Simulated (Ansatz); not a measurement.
# SiNH2F (SMILES N[Si]F): CCSD(T)/STO-3G

What is the energy change on altering one bond length of SiNH2F at CCSD(T)/STO-3G? 

Program for the calculation: Ansatz 0.2.0.

69 further runs of the same task are left out: 69 set aside as unsound or not needed.

## (1) The structure to begin with

The species is SiNH2F (5 atoms), meant as a singlet with charge 0. SMILES: `N[Si]F`. Geometry: relaxed at PBE0-D4/def2-TZVP. This is one conformer, not always the lowest.

Bond lengths: N1–Si2 1.702 Å, Si2–F3 1.622 Å, N1–H4 1.010 Å, N1–H5 1.008 Å. Angles: N1–Si2–F3 98.5°, Si2–N1–H4 125.0°, Si2–N1–H5 122.2°, H4–N1–H5 112.8°.

## (2) The energy at CCSD(T)/STO-3G

Input file job.yaml:

```yaml
basis:
  gaussian:
    orbitals: STO-3G
crystal:
  periodic: [false, false, false]
  atoms:
    - {symbol: N, position_ang: [-0.421300, 0.240100, -0.331100]}
    - {symbol: Si, position_ang: [0.136100, -1.133600, 0.505100]}
    - {symbol: F, position_ang: [1.565400, -0.548800, 1.001500]}
    - {symbol: H, position_ang: [0.085400, 1.109600, -0.420900]}
    - {symbol: H, position_ang: [-1.315700, 0.259100, -0.796000]}
correlation:
  method: ccsd_t
  frozen_orbitals: {F: 1, H: 0, "N": 1, Si: 5}
accuracy: high
scf:
  omitted_lower_state_checks: [cluster_reference, increment]
```

The run is started by

```console
$ ansatz run job.yaml --threads 1 --pin off --max-ram 2610MiB --events-out events.jsonl --progress --plain --runs-dir runs
```

Output (excerpt; [...] marks lines left out):

```text
Warning: RAYON_NUM_THREADS=1 ignored (pool sized by the plan → 1); use --threads N
Functional definition: HF
  name "HF"
[...]
383 factors; integrals over basis functions are off by at most 2.9e-8 eV
[...]
mean field -11933.57583069 eV, -438.5508229095 hartree, gradient 5.5e-8 eV, S^2 0.000000; 0 other end points of the search recorded, 0 dependent functions left out
7 core orbitals not correlated: weight in the atoms' cores, before any rotation towards them, 1.000 or more for the frozen orbitals, at most 0.000 for the correlated occupied ones
reference -11933.57583069 eV, -438.5508229095 hartree; 9, 9 occupied and 5, 5 virtual orbitals, 383 factors
second order -2.62075192 eV of doubles, -0.00000000 eV of singles
cycle   1  -2.90410538 eV  change   -2.8e-1 eV  update   9.6e-2
[...]
cycle  21  -3.22347746 eV  change   -1.0e-9 eV  update  9.0e-10
perturbative correction -0.16439103 eV, -0.0060412591 hartree
Total energy: -11936.96369918 eV, -438.6753247801 hartree
Checks for a lower state left out: cluster_reference, increment
```

Wall time 0.2 s (1 thread of Arm Neoverse V1, shared host).

## (3) The distorted shape at the same level

Input file run.yaml:

```yaml
crystal:
  periodic: [false, false, false]
  atoms:
    - symbol: N
      position_ang: [-0.547996, 0.022688, -0.308646]
    - symbol: Si
      position_ang: [0.009404, -1.351012, 0.527554]
    - symbol: F
      position_ang: [1.438704, -0.766212, 1.023954]
    - symbol: H
      position_ang: [0.085400, 1.109600, -0.420900]
    - symbol: H
      position_ang: [-1.442396, 0.041688, -0.773546]
basis:
  gaussian:
    orbitals: STO-3G
correlation:
  method: ccsd_t
  frozen_orbitals: {F: 1, H: 0, "N": 1, Si: 5}
scf:
  omitted_lower_state_checks: [cluster_reference, increment]
magnetization:
  spin_polarized: false
accuracy: high
```

The run is started by

```console
$ ansatz run run.yaml --threads 1 --pin off --max-ram 2610MiB --events-out events.jsonl --progress --plain --runs-dir runs
```

Output (excerpt; [...] marks lines left out):

```text
Warning: RAYON_NUM_THREADS=1 ignored (pool sized by the plan → 1); use --threads N
[... 2 set-up lines as earlier in the session ...]
[...]
383 factors; integrals over basis functions are off by at most 4.3e-8 eV
[...]
mean field -11932.42023812 eV, -438.5083556661 hartree, gradient 8.8e-9 eV, S^2 0.000000; 0 other end points of the search recorded, 0 dependent functions left out
7 core orbitals not correlated: weight in the atoms' cores, before any rotation towards them, 1.000 or more for the frozen orbitals, at most 0.000 for the correlated occupied ones
reference -11932.42023812 eV, -438.5083556661 hartree; 9, 9 occupied and 5, 5 virtual orbitals, 383 factors
second order -2.93056120 eV of doubles, -0.00000000 eV of singles
cycle   1  -3.25956980 eV  change   -3.3e-1 eV  update   1.0e-1
[...]
cycle  22  -3.64869763 eV  change   7.0e-10 eV  update   1.2e-9
perturbative correction -0.18032919 eV, -0.0066269756 hartree
Total energy: -11936.24926494 eV, -438.6490698063 hartree
Checks for a lower state left out: cluster_reference, increment
```

It took 0.2 s on 1 thread of Arm Neoverse V1, shared host.

## (4) Summary of results

At CCSD(T)/STO-3G, 7 core orbitals frozen:

```
                                                         quantity          value
                                        first shape: total energy  -438.67532 Eh
         first shape: correlation energy (7 core orbitals frozen)     -124.5 mEh
                                      first shape: (T) correction      -6.04 mEh
                                       first shape: T1 diagnostic          0.020
                                    distorted shape: total energy  -438.64907 Eh
     distorted shape: correlation energy (7 core orbitals frozen)     -140.7 mEh
                                  distorted shape: (T) correction      -6.63 mEh
                                   distorted shape: T1 diagnostic          0.021
energy change with the N1–H4 bond stretched from 1.010 to 1.263 Å       0.714 eV
```

With the N1–H4 bond stretched from 1.010 to 1.263 Å the energy rises by 0.71 eV (68.9 kJ/mol). The first shape isn't relaxed at this level, so the change isn't measured from a minimum. The minimal basis adds a large error of its own. The triples (first shape) make up 4.9 % of the correlation energy. The T1 diagnostic (distorted shape) of 0.021 is above the customary mark for such species, so a single reference may not serve. The triples (distorted shape) make up 4.7 % of the correlation energy.
